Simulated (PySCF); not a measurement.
Highest orbital energy against ionisation energy along group 15

Calculated with PySCF 2.14, no spin-orbit coupling. Each cell gives −ε(HOMO) / ΔSCF in eV; NIST values include spin-orbit coupling, (s) semi-empirical, (t) theoretical.

| species | UHF | LDA | PBE | PBE0 | r2SCAN | NIST (lowest levels) |
| --- | --- | --- | --- | --- | --- | --- |
| N (def2-TZVPPD, non-relativistic) | 15.530 / 13.898 | 8.354 / 14.995 | 8.234 / 14.717 | 10.176 / 14.696 | 8.860 / 14.800 | 14.534 |
| P (def2-TZVPPD, non-relativistic) | 10.661 / 9.907 | 6.262 / 10.575 | 6.247 / 10.482 | 7.506 / 10.526 | 6.682 / 10.632 | 10.487 |
| As (def2-TZVPPD, non-relativistic) | 10.050 / 9.447 | 5.930 / 10.053 | 5.871 / 9.898 | 7.082 / 9.968 | 6.313 / 10.124 | 9.789 |
| Sb (def2-TZVPPD with the def2 core potential (28 electrons), ECP) | 9.096 / 8.581 | 5.514 / 9.118 | 5.449 / 8.960 | 6.512 / 9.039 | 5.820 / 9.163 | 8.608 |
| Bi (def2-TZVPPD with the def2 core potential (60 electrons), ECP) | 8.680 / 8.213 | 5.281 / 8.757 | 5.183 / 8.569 | 6.198 / 8.642 | 5.552 / 8.762 | 7.286 |

How far is −ε(HOMO) from ΔSCF on average for each method, and why?

UHF 0.79 eV; LDA -4.43 eV; PBE -4.33 eV; PBE0 -3.08 eV; r2SCAN -4.05 eV. Hartree-Fock orbital energies lack relaxation and so exceed the ΔSCF value; semilocal functionals have convex E(N) from self-interaction, so their HOMO lies far too high; exact exchange moves hybrids part of the way back.
